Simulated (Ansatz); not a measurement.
in.yaml

```yaml
crystal:
  periodic: [false, false, false]
  atoms:
    - {symbol: Al, position_ang: [-1.952593, 0.029322, 0.000000]}
    - {symbol: H, position_ang: [-2.745517, 1.402706, 0.000000]}
    - {symbol: H, position_ang: [-2.745517, -1.344062, 0.000000]}
    - {symbol: H, position_ang: [0.438407, 0.029322, 0.000000]}
    - {symbol: Si, position_ang: [1.878407, 0.029322, 0.000000]}
    - {symbol: H, position_ang: [2.490587, -0.844962, 1.090012]}
    - {symbol: H, position_ang: [2.490587, -0.844962, -1.090012]}
basis:
  gaussian: {orbitals: STO-3G}
correlation: {method: sc_nevpt2, electrons: outside_noble_gas, active_space: {window: {electrons: 2, orbitals: 2}, states: [{multiplicity: 1, weights: [-1, 1]}]}}
scf: {lower_state_search: full}
```

```sh
$ ansatz run in.yaml --threads 1 --pin off --events-out ev --progress --plain --max-ram 2393MiB
```

(1) One thing in this input was set wrong on purpose, beside settings that are merely unusual. What is the gravest fault, and what does the program do?

Results:

(1) Impossible set of states or weights. How the run ends: refused.
```
Error: set 0 asks for 2 states and needs as many positive weights; it has [-1.0, 1.0]
```
